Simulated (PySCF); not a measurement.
An unknown is described by computed data only.

Formula: C2H6.

| Property | Result |
| --- | --- |
| 13C NMR | chemical shifts (computed TMS as zero) by class: 9.5 (2 C) ppm [GIAO PBE0/pcSseg-1] |
| Rotational structure | rotational constants A, B, C: 80.608, 20.267, 20.266 GHz [GFN2-xTB] |
| Dipole | 0.00 D [PBE0/pcSseg-1] |
| Couplings | largest of the computed one-bond spin–spin couplings (means over like bonds): 13C–1H +131.7 (×6), 13C–13C +34.8 Hz [B3LYP/pcJ-1] |
| 1H NMR | chemical shifts (computed TMS as zero) by class: 0.98 (6 H) ppm [GIAO PBE0/pcSseg-1] |

Gas-phase values; electronic properties from PySCF, density fitting. Levels stand in brackets. Isolated species at its GFN2-xTB geometry, gas phase. Each NMR value is the plain mean over a class of atoms that symmetry, rotation or inversion makes alike.

Task: What is the compound? Reason from the data.

Result: Its formula, C2H6, gives 0 degrees of unsaturation, so no ring and no π bond. 2 carbons fall into 1 class: methyl carbon (9.5 ppm, 2 C). All hydrogens form one class (0.98 ppm): methyl hydrogen. The couplings run between: +131.7 Hz, methyl carbon and its hydrogen (with 5 like pairs); +34.8 Hz, methyl carbon and methyl carbon. The vanishing dipole is forced by symmetry. The optimised geometry has point group D3d and is a prolate symmetric top (the spread among constants that symmetry makes equal is optimisation noise). Structure: `CC` (ethane).
